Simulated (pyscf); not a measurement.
•O–PH–OH + H₂ -> HO–P•–OH + H₂, a concerted two-bond exchange (doublet surface; H–P, H–H broken, H–O, H–H formed). Optimised with ωB97X-D3(BJ)/def2-SVP in PySCF. Energies in kcal/mol from the separated reactants.

Small-basis levels: PySCF, no dispersion term, spherical d functions. AM1 to PM7: differences of heats of formation from MOPAC, which are fitted to 298 K values and so differ in kind from electronic energies by zero-point and thermal terms. Open shells are spin-unrestricted. 

```csv
level,barrier,reaction energy
HF/3-21G,55.2,-42.4
MP2/6-31G*,59.2,-3.0
SVWN5/6-31G*,27.1,-1.9
B3LYP/3-21G,32.7,-27.8
B3LYP/LANL2DZ,35.5,-35.9
B3LYP/6-311+G**,…,-7.7
AM1,48.5,-31.6
ωB97M-D3(BJ)/def2-TZVP,…,-4.2
```

Question: Fill in the missing entries.

Answer: 
- B3LYP/6-311+G**, barrier: 43.6
- ωB97M-D3(BJ)/def2-TZVP, barrier: 43.9

Against the last row the barrier runs from -16.8 (SVWN5/6-31G*) to +15.3 kcal/mol (MP2/6-31G*). ωB97M-D3(BJ)/def2-TZVP has limits of its own. The same reactants have a lower exit, to HO–PH–OH + H• (barrier +30.5 kcal/mol at ωB97M-D3(BJ)/def2-TZVP, against +43.9 kcal/mol here). This is the saddle that the search found; another between the same sides may lie lower.
